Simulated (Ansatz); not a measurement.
fcc Sr was calculated with PBEsol-D3(BJ) (Ansatz, an electronic-structure program, plane waves, PAW).

Run with plane-wave cutoff 520 eV, 16×16×16 k mesh, Fermi–Dirac smearing 0.05 eV, scalar-relativistic PAW data made under PBE.

Cell (relaxed at this level):

```
Sr
1.0
    0.00000     2.89849     2.89849
    2.89849     0.00000     2.89849
    2.89849     2.89849     0.00000
Sr
1
Direct
  0.00000   0.00000   0.00000
```

Q: Predict the bulk modulus, smallest direct gap on the k points sampled and pressure derivative B′ of the bulk modulus.

A: 
bulk modulus: 13.6 GPa
smallest direct gap on the k points sampled: 0.08 eV (under three smearing widths, so not firm)
pressure derivative B′ of the bulk modulus: 3.5

Measured, for comparison: bulk modulus 12.5 GPa (corrected for temperature and zero-point phonon effects, our sources range from 12.0 to 12.5; as tabulated in Levämäki et al. (2014), arXiv:1402.3671). Computed (rounded) less measured: bulk modulus +9 % (+9 % to +13 % over the range).

Spin–orbit coupling is not included; it can close the smallest gap of 0.01 eV.

Static lattice: no zero-point or thermal effects.

Cost on a shared machine: very roughly 60 core-seconds.
